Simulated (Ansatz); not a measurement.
CF, SMILES `[C]F` radical, 2 atoms. Total charge 0; spin multiplicity 2. All runs use 2 threads of an AMD EPYC 7R13 on a shared host. Correlated methods freeze the cores. Open-shell runs search over several starts.

Q: How many basis functions does each run have, and how long does it take in Ansatz? UKS B97M-V/def2-TZVPP energy; UHF-CCSD(T)/cc-pV(T+d)Z energy; UKS ωB97M-V/def2-SVP energy; UHF-CCSD(T)/cc-pV(D+d)Z energy; UHF-CCSD(T)/def2-QZVPP energy; UKS r2SCAN-D4/def2-TZVPP energy and forces; UKS SPW92 (LDA)/def2-TZVPP energy; direct RPA on PBE orbitals/def2-TZVPP energy; UHF-CCSD(T)/def2-SVP energy; UKS ωB97M-V/def2-QZVPP energy; UHF-CCSD(T)/def2-TZVPP energy; UKS PBE-QIDH (frozen core)/def2-TZVPP energy. (Best estimate.)

A: The calculation gave: Other jobs shared the machine, so times are rough.

```tsv
level	job	functions	wall time	peak host memory (GiB)
UKS SPW92 (LDA)/def2-TZVPP	energy	62	0.35 s	0.11
UKS PBE-QIDH (frozen core)/def2-TZVPP	energy	62	0.61 s	0.16
UHF-CCSD(T)/def2-SVP	energy	28	0.66 s	0.16
UHF-CCSD(T)/cc-pV(D+d)Z	energy	28	0.66 s	0.16
direct RPA on PBE orbitals/def2-TZVPP	energy	62	0.75 s	0.16
UKS ωB97M-V/def2-SVP	energy	28	0.76 s	0.16
UKS r2SCAN-D4/def2-TZVPP	energy and forces	62	1.1 s	0.13
UKS B97M-V/def2-TZVPP	energy	62	1.3 s	0.15
UHF-CCSD(T)/cc-pV(T+d)Z	energy	60	1.5 s	0.2
UHF-CCSD(T)/def2-TZVPP	energy	62	1.6 s	0.22
UKS ωB97M-V/def2-QZVPP	energy	114	1.9 s	0.2
UHF-CCSD(T)/def2-QZVPP	energy	114	6 s	0.73
```
